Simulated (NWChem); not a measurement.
## Ionisation of H₄Si

SMILES: [SiH4]
```xyz
5

Si     0.0000     0.0000     0.0000
H      1.2187     0.0000     0.8618
H     -1.2187     0.0000     0.8618
H      0.0000    -1.2187    -0.8618
H      0.0000     1.2187    -0.8618
```
Charge 0, spin multiplicity 1.

The numbers come from NWChem runs, not from measurements. The geometry was optimised at PBE0/def2-SVP, a minimum by its harmonic frequencies.

Basis set: def2-TZVP. The species with one electron less has spin multiplicity 2 and keeps the geometry of the parent. Δ marks differences of total energies (open shells unrestricted). −ε marks an orbital energy of the parent. That orbital need not have the symmetry of the hole or added electron in the Δ rows.

The structure started from a generated list of species. No SCF solution was tested for a lower state.

### Question
For the first vertical ionisation energy, ΔBLYP gives 12.03 eV and Δr2SCAN gives 12.27 eV. What do −ε(HOMO) of PBE, G0W0@PBE0, −ε(HOMO) of BLYP give?

### Answer
−ε(HOMO) of PBE: 8.49 eV; G0W0@PBE0: 12.42 eV; −ε(HOMO) of BLYP: 8.41 eV.
